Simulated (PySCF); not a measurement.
Adding and removing an electron: ClF

PBE0; basis Cl def2-TZVPPD, F def2-TZVPPD; no relativity; PySCF 2.14. Neutral (UKS): singlet (closed shell), Re = 1.619 Å, ωe = 828 cm⁻¹, De = 2.63 eV, HOMO -9.46 eV, LUMO -3.09 eV.

ClF⁺ (UKS): doublet (π ↑), Re = 1.525 Å, ωe = 983 cm⁻¹, De = 3.11 eV to Cl⁺ + F. The energies at the minima are -559.77183 hartree for ClF and -559.31287 for ClF⁺.

Task: Work out the adiabatic ionisation energy, without and with harmonic zero-point energies (1 hartree = 27.2114 eV, 1 eV = 8065.5 cm⁻¹), and the change of the bond length.

Result: At PBE0: 0.45896 hartree = 12.489 eV between the minima; the zero-point term (983.0 − 828.0)/2 cm⁻¹ = +0.010 eV makes it 12.499 eV. Re changes by -9.4 pm against the neutral. Minus the HOMO energy is 9.46 eV, -3.03 eV from the value between the minima; self-interaction puts the Kohn–Sham level too high, less so with exact exchange. The electron leaves a π orbital, and the shorter bond of the ion fits an antibonding orbital, or a change in how ionic the bond is.

ClF⁻ (UKS): doublet (σ ↑), Re = 2.224 Å, ωe = 308 cm⁻¹, De = 1.52 eV to Cl⁻ + F. The energies at the minima are -559.77183 hartree for ClF and -559.86235 for ClF⁻.

Task: Work out the adiabatic electron affinity, without and with harmonic zero-point energies (1 hartree = 27.2114 eV, 1 eV = 8065.5 cm⁻¹), and the change of the bond length.

Result: At PBE0: 0.09052 hartree = 2.463 eV between the minima; the zero-point term (828.0 − 308.0)/2 cm⁻¹ = +0.032 eV makes it 2.495 eV. Re changes by +60.5 pm against the neutral. The electron enters a σ orbital, and the ion is left as a loose complex of an ion and an atom.

For an ion De counts to the pair picked by the measured ionisation energies or electron affinities, which need not be the lowest pair at this level. States were picked by a PBE0 search and need not be the measured ground states.
